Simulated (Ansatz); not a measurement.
# In2O3 (Ia-3, No. 206)

Method: r²SCAN+rVV10 (Ansatz, a program for electronic structure, plane waves, PAW).

Numerical settings: plane-wave cutoff 560 eV, 6×6×6 k mesh, Fermi–Dirac smearing 0.01 eV, scalar-relativistic PAW data made under PBE.

Cell (relaxed at this level):

```cif
data_In16O24
_chemical_formula_sum 'In16 O24'
_space_group_name_H-M_alt 'P 1'
_space_group_IT_number 1
_cell_length_a 8.77379
_cell_length_b 8.77379
_cell_length_c 8.77379
_cell_angle_alpha 109.471
_cell_angle_beta 109.471
_cell_angle_gamma 109.471
loop_
_space_group_symop_operation_xyz
  'x, y, z'
loop_
_atom_site_label
_atom_site_type_symbol
_atom_site_fract_x
_atom_site_fract_y
_atom_site_fract_z
_atom_site_occupancy
In1 In 0.28386 0.53386 0.75000 1
In2 In 0.71614 0.46614 0.25000 1
In3 In 0.21614 0.96614 0.25000 1
In4 In 0.78386 0.03386 0.75000 1
In5 In 0.75000 0.28386 0.53386 1
In6 In 0.25000 0.71614 0.46614 1
In7 In 0.25000 0.21614 0.96614 1
In8 In 0.75000 0.78386 0.03386 1
In9 In 0.53386 0.75000 0.28386 1
In10 In 0.46614 0.25000 0.71614 1
In11 In 0.96614 0.25000 0.21614 1
In12 In 0.03386 0.75000 0.78386 1
In13 In 0.00000 0.50000 0.00000 1
In14 In 0.00000 0.00000 0.50000 1
In15 In 0.50000 0.50000 0.50000 1
In16 In 0.50000 0.00000 0.00000 1
O1 O 0.53654 0.77233 0.54505 1
O2 O 0.46346 0.22767 0.45495 1
O3 O 0.72727 0.99149 0.95495 1
O4 O 0.27273 0.00851 0.04505 1
O5 O 0.96346 0.50851 0.23578 1
O6 O 0.03654 0.49149 0.76422 1
O7 O 0.77273 0.72767 0.26422 1
O8 O 0.22727 0.27233 0.73578 1
O9 O 0.54505 0.53654 0.77233 1
O10 O 0.45495 0.46346 0.22767 1
O11 O 0.95495 0.72727 0.99149 1
O12 O 0.04505 0.27273 0.00851 1
O13 O 0.23578 0.96346 0.50851 1
O14 O 0.76422 0.03654 0.49149 1
O15 O 0.26422 0.77273 0.72767 1
O16 O 0.73578 0.22727 0.27233 1
O17 O 0.77233 0.54505 0.53654 1
O18 O 0.22767 0.45495 0.46346 1
O19 O 0.99149 0.95495 0.72727 1
O20 O 0.00851 0.04505 0.27273 1
O21 O 0.50851 0.23578 0.96346 1
O22 O 0.49149 0.76422 0.03654 1
O23 O 0.72767 0.26422 0.77273 1
O24 O 0.27233 0.73578 0.22727 1
```

* **band gap**: 1.65 eV (on the SCF k mesh)

Measured, for comparison: band gap 2.93 ± 0.1 eV (room temperature, no zero-point or thermal correction; as tabulated in King et al. (2009), doi:10.1103/physrevb.79.205211).

Note: the relaxation could not lower the start's symmetry, so the cell can be a saddle point above a distorted one.

Spin–orbit coupling is not included.

The computed numbers hold no vibrational or temperature effects.

It cost about 50 core-minutes (a rough figure) of CPU time.
